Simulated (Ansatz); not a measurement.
in.yaml

```yaml
crystal:
  periodic: [false, false, false]
  atoms:
    - {symbol: F, position_ang: [0.000000, -0.191272, -4.008920]}
    - {symbol: Ge, position_ang: [0.000000, -0.304510, 2.168974]}
    - {symbol: Si, position_ang: [0.000000, 0.837454, -2.777929]}
    - {symbol: H, position_ang: [0.000000, 2.215557, -3.345060]}
basis:
  gaussian: {orbitals: cc-pVDZ}
magnetization: {spin_polarized: false}
correlation: {method: bccd_t, electrons: outside_noble_gas, diis_vectors: 4}
scf: {omitted_lower_state_checks: [cluster_reference]}
```

```sh
$ ansatz run in.yaml --threads 1 --pin off --events-out ev --progress --plain --max-ram 2393MiB
```

Question: Roughly how long does this take on 1 thread of Arm Neoverse V1, shared host, and how much host memory?

Answer: 5.5 s wall and 0.21 GiB.

```
these checks for a lower state are left out or cut short: cluster_reference
687 factors; integrals over basis functions are off by at most 1.1e-3 eV
mean field evaluation 1: about -67050.7034 eV, gradient 2.6e1 eV
mean field evaluation 2: about -67050.7067 eV, gradient 2.6e1 eV
mean field evaluation 4: about -67053.4953 eV, gradient 2.6e0 eV
mean field evaluation 8: about -67053.5818 eV, gradient 1.5e-3 eV
mean field evaluation 16: about -67053.5778 eV, gradient 1.4e-2 eV
mean field evaluation 32: about -67053.5778 eV, gradient 8.0e-7 eV
mean field evaluation 64: about -67053.5816 eV, gradient 9.7e-3 eV
mean field evaluation 96: about -67053.5778 eV, gradient 9.5e-7 eV
mean field -67053.58175199 eV, -2464.1736788353 hartree, gradient 4.4e-6 eV, S^2 0.000000; 10 other end points of the search recorded, 0 dependent functions left out; unrestricted orbitals would lower it
20 core orbitals not correlated: weight in the atoms' cores, before any rotation towards them, 1.000 or more for the frozen orbitals, at most 0.000 for the correlated occupied ones
reference -67053.58175199 eV, -2464.1736788353 hartree; 8, 8 occupied and 36, 36 virtual orbitals, 687 factors
second order -8.68833670 eV of doubles, -0.00000000 eV of singles
cycle   1  -9.28669877 eV  change   -6.0e-1 eV  update   1.1e-1
cycle   2  -9.68054192 eV  change   -3.9e-1 eV  update   5.4e-2
...
cycle  20  -9.97630536 eV  change   -6.3e-5 eV  update   6.8e-5
cycle  21  -9.97630149 eV  change    3.9e-6 eV  update   5.9e-5
cycle  22  -9.97627951 eV  change    2.2e-5 eV  update   5.1e-5
cycle  23  -9.97624150 eV  change    3.8e-5 eV  update   4.7e-5
cycle  24  -9.97617905 eV  change    6.2e-5 eV  update   4.2e-5
cycle  25  -9.97617788 eV  change    1.2e-6 eV  update   3.4e-5
cycle  26  -9.97619508 eV  change   -1.7e-5 eV  update   3.0e-5
cycle  27  -9.97624153 eV  change   -4.6e-5 eV  update   2.4e-5
cycle  28  -9.97628656 eV  change   -4.5e-5 eV  update   1.7e-5
cycle  29  -9.97630149 eV  change   -1.5e-5 eV  update   9.9e-6
perturbative correction -0.24465966 eV, -0.0089910767 hartree
Total energy: -67063.80271313 eV, -2464.5492922295 hartree
Checks for a lower state left out: cluster_reference
```
